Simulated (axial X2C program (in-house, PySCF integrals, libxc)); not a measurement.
**Worked dissociation energy of SN⁻: HF, without spin–orbit coupling**

All values were computed with an axial X2C code built on PySCF integrals. Spin-free means the one-electron spin-free X2C Hamiltonian. Basis: S dyall-av3z [9s8p3d2f], N dyall-av3z [7s7p3d2f] (cores contracted in-house); Gaussian nuclei, density fitting, unrestricted open shells. Masses: S 31.972 u, N 14.003 u.

Molecular state: M_S = 1, Λ = 0 (beyond evenly filled blocks: π+α, π-α).

- E(S-) (2M_S = 1, M_L = 0): -398.629525 hartree
- E(N) (2M_S = 3, M_L = 0): -54.433783 hartree
- E(SN⁻) at Re: -453.114793 hartree
- ωe: 883.5 cm⁻¹
- ωexe: 6.27 cm⁻¹

(1) Work out De and D0.

One determinant describes the state; a PBE0 search over occupations chose it and may have missed a lower one. De is counted from the lowest determinant-based energies of the atoms at the same level, without counterpoise correction. PBE0 can misorder states that lie within some tenths of an eV, so this need not be the ground state of the molecule. The nearest other spin-free determinant of the search, M_S = 0, Λ = 2, lies 0.88 eV up at the distance of the search. Hartree–Fock gets electron affinities wrong, so its lowest charge split need not be the true one.

Hartree–Fock lacks correlation and underbinds, often by eV.

Each atomic determinant is the lowest at this level and need not be a pure term. Totals compare only within one Hamiltonian and basis.

Results:

(1) De = -398.629525 + (-54.433783) − (-453.114793) = 0.05148 hartree = 1.401 eV. The zero-point energy is ωe/2 − ωexe/4 = 440 cm⁻¹ = 0.055 eV, so D0 = 1.346 eV.
